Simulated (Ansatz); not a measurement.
Run this with the Ansatz DFT code, driven from Python and show what comes out.

Contents of `alp.xyz`:
```text
2

Al    0.00000    0.00000    0.00000
P     0.00000    0.00000    2.36000
```

`states.py`:
```python
"""Does a wider search find a lower mean-field state of AlP(+)?"""

import ansatz as az
import numpy as np

geometry = az.Crystal.molecule_from_extxyz("alp.xyz")
symbols = [site.symbol for site in geometry.cartesian_sites]

start = np.array([site.position_ang for site in geometry.cartesian_sites])
for factor in [1.0, 1.5]:
    xyz = (start - start.mean(axis=0)) * factor
    scaled = az.Crystal.molecule()
    for symbol, place in zip(symbols, xyz):
        scaled = scaled.atom(symbol, place.tolist())
    base = scaled.calculation()
    base = base.basis(gaussian="cc-pVDZ")
    base = base.functional("PBE")
    base = base.charge(1)
    base = base.spin("collinear", total=3)
    for search in ("off", "standard"):
        try:
            summary = base.scf(lower_state_search=search).run().report
        except az.AnsatzError as error:
            print(f"x{factor} search {search}: {type(error).__name__}")
            continue
        state = summary["mean_field"]["state"]
        print(f"all distances x{factor}, search {search:8s} E = {summary['free_energy_ev']:.5f} eV  <S^2> = {abs(state['spin_squared']):.3f}  other states met: {len(summary['mean_field']['others'])}")
```

`python states.py` gives:
```text
all distances x1.0, search off      E = -15867.74754 eV  <S^2> = 3.754  other states met: 0
all distances x1.0, search standard E = -15867.74754 eV  <S^2> = 3.754  other states met: 0
all distances x1.5, search off      E = -15867.34150 eV  <S^2> = 3.751  other states met: 0
all distances x1.5, search standard E = -15867.34150 eV  <S^2> = 3.751  other states met: 0
```

These settings explore the input space; basis and method may be short of convergence. The count of other states can hold repeated and symmetry-equivalent ends of the search; scaling all distances is a test, and for more than two atoms no physical path. The species is open-shell (spin multiplicity 4). The spin state was assumed, and another may lie lower. Wall time of the script: 2.7 s on 1 thread of AMD EPYC 7B13 (Zen 3), with other jobs on the host, peak memory 0.17 GiB.

(Lines on the test bed's own set-up are left out of the output.)
